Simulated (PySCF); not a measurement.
Compound: CH2BH, CH₃B.
Bonds: B1–C2 (double). Hydrogens: H3 on B1; H4, H5 on C2.

The calculation used PySCF 2.14.0, density-fitted response routines, TDDFT CAM-B3LYP/aug-cc-pVTZ, vertical, gas phase, core orbitals frozen in the response. Isolated species at its PBE0-D3(BJ)/def2-TZVP geometry, gas phase.

**Question.** List the vertical singlet excitations with oscillator strengths and describe the spectrum.

**Answer.** 

| state | E (eV) | E (kJ/mol) | λ (nm) | f | symmetry | main configurations (H = HOMO, L = LUMO) |
| --- | --- | --- | --- | --- | --- | --- |
| S1 | 3.18 | 307 | 389.8 | 0.0000 | – | H→L (95%) |
| S2 | 5.86 | 565 | 211.8 | 0.095 | B1 or B2 | H→L+1 (81%) |
| S3 | 6.52 | 629 | 190.1 | 0.204 | A1 | H→L+3 (66%), H→L+5 (27%) |
| S4 | 6.58 | 635 | 188.3 | 0.0000 | – | H→L+4 (86%), H→L+11 (10%) |
| S5 | 6.60 | 637 | 187.7 | 0.0009 | – | H→L+2 (81%) |
| S6 | 7.07 | 683 | 175.3 | 0.036 | A1 | H→L+5 (65%), H→L+3 (29%) |
| S7 | 7.35 | 710 | 168.6 | 0.025 | B1 or B2 | H→L+7 (61%), H→L+8 (18%) |
| S8 | 7.72 | 745 | 160.5 | 0.0000 | – | H→L+6 (94%) |
| S9 | 7.82 | 754 | 158.6 | 0.0003 | – | H-1→L (93%) |
| S10 | 7.90 | 762 | 157.0 | 0.084 | B1 or B2 | H→L+8 (60%), H→L+7 (21%) |

Triplets, Tamm–Dancoff:

```
state  E (eV)  λ (nm)  main configurations (H = HOMO, L = LUMO)
   T1    2.79   444.9                                 H→L (93%)
   T2    4.27   290.4                  H→L+5 (57%), H→L+3 (30%)
   T3    5.69   218.0                  H→L+1 (71%), H→L+2 (11%)
   T4    6.56   188.9                  H→L+2 (72%), H→L+1 (14%)
```

The lowest singlet lies at 3.18 eV (390 nm, visible) and is dark (f under 0.0005); its leading configuration is HOMO→LUMO (95%). The strongest level in the table is S3 at 6.52 eV (190 nm, f = 0.204). Löwdin shares by element: HOMO carbon 47%, boron 35%, hydrogen 14% or more; LUMO boron 58%, carbon 20%, hydrogen 14% or more. Weighted by f, the mean energy of these states is 6.73 eV. The listed states span 4.72 eV, and the widest gap between neighbours is 2.67 eV (S1 to S2). The oscillator strengths of these states sum to 0.445; summed over the whole spectrum of an exact calculation they would give the number of electrons, 14 (Thomas–Reiche–Kuhn). S1 lies in the visible range (380 to 750 nm), at 390 nm, dark in the vertical dipole picture (f under 0.0005); light of that wavelength is violet, and its complementary colour is yellow-green; a Tamm–Dancoff triplet lies at 445 nm, without intensity as long as spin–orbit coupling is left out. Symmetry labels in C2v follow from the direction of the transition dipole and are given only for states with f of 0.002 or more; B1 and B2 swap with the choice of axes. Only the lowest 10 singlets were computed, as vertical energies without vibronic structure.

On one thread of an Arm Neoverse V1, shared host, this took 4.3 s of wall time and 0.49 GiB of memory at its peak.
